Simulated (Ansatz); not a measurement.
Ansatz (a program for electronic structure) input (r2SCAN/cc-pV(T+d)Z): A basis named .json is the Basis Set Exchange file of that set (core-valence sets with the plain set on hydrogen).

Ansatz 0.2 input:
```yaml
crystal:
  periodic: [false, false, false]
  atoms:
    - {symbol: P, position_ang: [0.00293147, 0.00160888, 0.12817703]}
    - {symbol: H, position_ang: [-0.00384980, 1.18388197, -0.65609339]}
    - {symbol: H, position_ang: [1.01199153, -0.61366513, -0.65676338]}
    - {symbol: H, position_ang: [-1.05211382, -0.59435001, -0.60979871]}
basis:
  gaussian:
    orbitals: cc-pV_T+d_Z.json
    fitting: {mean_field: def2-universal-JFIT.json}
hamiltonian:
  xc: {name: r2SCAN}
magnetization: {spin_polarized: false}
```

Output:

```
Functional definition: r2SCAN
integrals: 0.01 GiB planned
84 factors; integrals over basis functions are off by at most 4.0e0 eV
mean field: 0.14 GiB planned
mean field evaluation 1: about -9336.3075 eV, gradient 1.4e1 eV
mean field evaluation 2: about -9336.6179 eV, gradient 1.1e1 eV
mean field evaluation 4: about -9336.9342 eV, gradient 3.9e-1 eV
mean field evaluation 8: about -9336.9344 eV, gradient 2.1e-3 eV
mean field -9336.93437736 eV, -343.1260095665 hartree, gradient 8.4e-5 eV, S^2 0.000000; 0 other end points of the search recorded, 0 dependent functions left out
reference -9336.93438527 eV, -343.1260098572 hartree; 9, 9 occupied and 72, 72 virtual orbitals, 84 factors
Total energy: -9336.93438527 eV, -343.1260098572 hartree
```
